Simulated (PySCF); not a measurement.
Compound: C4H10OS.
Structure used (PBE0-D3(BJ)/def2-SVP), in Å, numbered top down from 1:
```xyz
16
C4H10OS angstrom
C     -0.7550    1.4264    0.0226
C     -0.4277   -0.0067   -0.3532
C     -1.6503   -0.8921   -0.5107
S      0.6204   -0.8011    0.9497
C      2.1832    0.0224    0.5381
O      0.7999   -2.2348    0.5277
H      0.1406    2.0609    0.0990
H     -1.2887    1.4681    0.9854
H     -1.4093    1.8758   -0.7404
H      0.1818   -0.0514   -1.2722
H     -2.2650   -0.8870    0.4044
H     -1.3431   -1.9273   -0.7142
H     -2.2758   -0.5330   -1.3420
H      2.4205   -0.1909   -0.5141
H      2.9418   -0.4343    1.1875
H      2.1283    1.1028    0.7308
```

Method: core-valence-separated Tamm–Dancoff BHandHLYP/aug-pcX-1 (pcseg-1 on H, def2-SVPD on S) in PySCF, non-relativistic, gas phase, PBE0-D3(BJ)/def2-SVP geometry. The energies are unshifted.

Problem. What does the C 1s absorption edge look like?

Solution. 
| E (eV) | f | core hole on | main final orbital |
| --- | --- | --- | --- |
| 285.50 | 0.0114 | C3 | LUMO+1 (47 %) |
| 285.62 | 0.0091 | C1 | LUMO (65 %) |
| 285.63 | 0.0529 | C5 | spread |
| 285.65 | 0.0567 | C2 | spread |
| 286.11 | 0.0271 | C3 | spread |
| 286.17 | 0.0034 | C5 | LUMO (57 %) |
| 286.26 | 0.0289 | C1 | LUMO+1 (30 %) |
| 286.36 | 0.0298 | C1 | spread |
| 286.53 | 0.0089 | C3 | LUMO+3 (33 %) |
| 286.59 | 0.0197 | C2 | spread |
| 286.76 | 0.0116 | C3 | LUMO (52 %) |
| 286.81 | 0.0014 | C3 | LUMO+4 (35 %) |
| 286.81 | 0.0333 | C5 | LUMO+5 (30 %) |
| 286.92 | 0.0316 | C5 | spread |
| 286.95 | 0.0031 | C1 | LUMO+2 (40 %) |
| 287.28 | 0.0079 | C3 | LUMO+6 (33 %) |
| 287.33 | 0.0063 | C3 | spread |
| 287.37 | 0.0015 | C1 | spread |
| 287.41 | 0.0002 | C5 | LUMO+6 (40 %) |

The first line with a tenth or more of the strongest one's intensity is at 285.50 eV (f = 0.011), with the hole on C3 (methyl carbon). The strongest listed is at 285.65 eV (f = 0.057; C2).

Problem. List the oxygen K-edge absorption lines.

Solution. 
```csv
E (eV),f,core hole on,main final orbital
530.50,0.0408,O6,spread
531.61,0.0177,O6,spread
532.64,0.0046,O6,LUMO (50 %)
532.96,0.0095,O6,spread
533.30,0.0010,O6,LUMO+2 (58 %)
533.36,0.0009,O6,LUMO+1 (43 %)
533.60,0.0017,O6,LUMO+3 (39 %)
```

The first line with a tenth or more of the strongest one's intensity is at 530.50 eV (f = 0.041), with the hole on O6 (sulfinyl oxygen). It is also the strongest listed.

Roots within 0.03 eV whose holes lie on the same, on equivalent or on shared atoms are summed into one line, and the highest roots are left out, as the search may have cut off their partners. Final orbitals are the ground state's empty Kohn–Sham orbitals.

Problem. What length of transition dipole belongs to the line at 285.63 eV?

Solution. From f = (2/3) ΔE |μ|² in atomic units, with ΔE = 10.497 Eh and f = 0.0529: |μ| = 0.087 au = 0.22 D.

Only the lowest roots of each edge were sought.

The run took about 40 s of CPU time (one thread, shared machine).

One conformer stands for the species.
